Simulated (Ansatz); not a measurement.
Ideal-gas functions of `F[SiH2]Cl` at 400 K and 1 bar, from an Ansatz frequency run at PBE0-D4/def2-TZVP.

Molar mass 84.55 g/mol, point group Cs (symmetry number 1), electronic degeneracy 1, moments of inertia 24.79, 124.115, 142.757 u Å². Harmonic wavenumbers (cm⁻¹, unscaled): 248, 566, 640, 728, 884, 924, 967, 2278, 2290.

Use S(trans) = R[1.5 ln M + 2.5 ln T − 1.1517]; rotational temperatures θ = 24.2544 K / I; S(rot) = R[ln(√π/σ · √(T³/θAθBθC)) + 1.5]; for each mode x = 1.438777 ν̃/T, S = R[x/(eˣ − 1) − ln(1 − e⁻ˣ)] and H = RT x/(eˣ − 1); 1 cm⁻¹ = 0.0119627 kJ/mol; R = 8.31446 J/(mol·K).

Problem. By hand: the entropy, in J/(mol·K).

Solution. Translation 170.3. Rotation: θ = 0.9784, 0.1954, 0.1699 K, giving 106.2. Vibration, mode by mode: 9.53, 3.71, 3.00, 2.34, 1.50, 1.34, 1.18, 0.02, 0.02, in all 22.6. Electronic 0.0. Sum 299.1 J/(mol·K).

Problem. By hand: H − E and G − E in kJ/mol, counted from the electronic energy.

Solution. Zero-point energy ½ × 9525 × 0.0119627 = 57.0; thermal vibration 5.9; translation, rotation and pV give 4 RT = 13.3. H − E = 76.2 kJ/mol, and G − E = 76.2 − 400 × 299.1/1000 = -43.4 kJ/mol.

Vibration gives 8 % of the entropy.
